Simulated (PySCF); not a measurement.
Bonds broken one at a time in the series B CH3-OH. Gas-phase values, no solvent. One relaxed conformer stands for each flexible species; it need not be the lowest. Strings in code marks are SMILES.

The highest occupied spin orbital from two functionals at the same geometries (PBE0-D4/def2-TZVP), both in PySCF: PBE-D3(BJ)/def2-TZVP and PBE0-D4/def2-TZVP. 

```json
[
 {"species": "radical fragment (`C[B]C`)", "PBE-D3(BJ)/def2-TZVP (eV)": "-3.74"},
 {"species": "radical fragment (`[CH3]`)", "PBE-D3(BJ)/def2-TZVP (eV)": "-5.38"},
 {"species": "radical fragment (`[B](O)C` (C–B–O–H torsion 0°))", "PBE-D3(BJ)/def2-TZVP (eV)": "-4.07"},
 {"species": "radical fragment (`O[B]O` (H–O–B–O torsion 180°, O–B–O–H torsion 0°))", "PBE-D3(BJ)/def2-TZVP (eV)": "-4.65"}
]
```

Q: What does PBE0-D4/def2-TZVP give for each?

A: 
- radical fragment (`C[B]C`): -4.94
- radical fragment (`[CH3]`): -6.81
- radical fragment (`[B](O)C` (C–B–O–H torsion 0°)): -5.27
- radical fragment (`O[B]O` (H–O–B–O torsion 180°, O–B–O–H torsion 0°)): -5.96
Over these rows, drawn at random from the members with no instability flagged (it was tested for open shells, ions and some series alone), PBE minus PBE0-D4: mean +1.28 eV, from +1.19 eV to +1.42 eV.
